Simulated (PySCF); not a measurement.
**SiNH4 (SMILES [NH][SiH3]) at FCI/STO-3G**

What is the energy change on altering one bond length of SiNH4 at FCI/STO-3G? Input form: a Python script.

The calculation is run with PySCF 2.14.0.

7 further runs of the same task are left out: 7 set aside as unsound or not needed.

## (1) The molecule

The species is SiNH4 (6 atoms), meant as a doublet with charge 0. SMILES: `[NH][SiH3]`. Geometry: relaxed at PBE0-D4/def2-TZVP.

Bond lengths: N1–Si2 1.753 Å, N1–H3 1.023 Å, Si2–H4 1.491 Å, Si2–H5 1.491 Å, Si2–H6 1.481 Å. Angles: N1–Si2–H4 110.8°, N1–Si2–H5 109.1°, N1–Si2–H6 109.3°, Si2–N1–H3 111.9°, H4–Si2–H5 108.6°, H4–Si2–H6 109.5°, H5–Si2–H6 109.5°.

## (2) A single-point energy at FCI/STO-3G

The input, job.py:

```python
from pyscf import gto, mcscf

mol = gto.M(
    atom=[
    ('N', (0.592100, -0.835200, 0.909500)),
    ('Si', (-0.203700, 0.347600, -0.110000)),
    ('H', (0.922800, -1.640700, 0.372700)),
    ('H', (-1.310600, -0.282300, -0.885500)),
    ('H', (0.789500, 0.911800, -1.068900)),
    ('H', (-0.748100, 1.434800, 0.736200)),
],
    basis='sto-3g',
    max_memory=1860,
    spin=1,
    charge=0,
    verbose=3,
)

hf = mol.ROHF()
hf.conv_tol = 1e-10
hf.kernel()
if not hf.converged:
    hf = hf.newton().run(hf.mo_coeff, hf.mo_occ)

cas = mcscf.CASCI(hf, hf.mo_coeff.shape[-1] - 6, (mol.nelec[0] - 6, mol.nelec[1] - 6))  # full CI above the frozen core
cas.fix_spin_(ss=0.75)
cas.kernel()
energy = cas.e_tot
print('Final energy', energy)
```

Started as:

```
$ OMP_NUM_THREADS=1 python job.py
```

What it wrote:

```text
converged SCF energy = -341.623617608542
CASCI E = -341.726873678529  E(CI) = -33.4585411047594  S^2 = 0.7500000
Final energy -341.72687367852944
```

Wall time 14 s (1 thread of Arm Neoverse V1, shared host); peak memory 0.26 GiB.

## (3) The distorted shape at the same level

The input, start.xyz:

```xyz
6

N      0.327553    -0.190831     1.338919
Si    -0.468247     0.991969     0.319419
H      0.922800    -1.640700     0.372700
H     -1.575147     0.362069    -0.456081
H      0.524953     1.556169    -0.639481
H     -1.012647     2.079169     1.165619
```

The input, calc.py:

```python
from pyscf import gto, scf, mcscf

system = gto.M(
    atom='start.xyz',
    verbose=3,
    max_memory=1860,
    basis='sto-3g',
    spin=1,
)

hf = scf.ROHF(system)
hf.conv_tol = 1e-10
hf.kernel()
if not hf.converged:
    hf = hf.newton().run(hf.mo_coeff, hf.mo_occ)

cas = mcscf.CASCI(hf, hf.mo_coeff.shape[-1] - 6, (system.nelec[0] - 6, system.nelec[1] - 6))  # full CI above the frozen core
cas.fix_spin_(ss=0.75)
cas.kernel()
etot = cas.e_tot
print('Final energy', etot)
```

Started as:

```
$ OMP_NUM_THREADS=1 python calc.py
```

What it wrote:

```text
converged SCF energy = -341.425669584208
CASCI E = -341.621149164890  E(CI) = -31.9355136833264  S^2 = 0.7500000
Final energy -341.6211491648897
```

It took 21 s on 1 thread of Arm Neoverse V1, shared host; peak memory 0.28 GiB.

## (4) Results

At FCI/STO-3G, 6 core orbitals frozen:

| quantity | value |
| --- | --- |
| first shape: total energy | -341.72687 Eh |
| first shape: dipole moment (Hartree–Fock density) | 1.58 D |
| first shape: correlation energy (6 core orbitals frozen) | -103.3 mEh |
| distorted shape: total energy | -341.62115 Eh |
| distorted shape: dipole moment (Hartree–Fock density) | 1.48 D |
| distorted shape: correlation energy (6 core orbitals frozen) | -195.5 mEh |
| energy change with the N1–H3 bond stretched from 1.023 to 1.841 Å | 2.877 eV |

What this shows: With the N1–H3 bond stretched from 1.023 to 1.841 Å the energy rises by 2.88 eV (278 kJ/mol). The first shape isn't relaxed at this level, so the change isn't measured from a minimum. The minimal basis adds a large error of its own. Mulliken charges (first shape) of the mean-field density run from -0.42 on N1 to +0.76 on Si2; they depend strongly on the basis. Mulliken charges (distorted shape) of the mean-field density run from -0.27 on N1 to +0.74 on Si2.
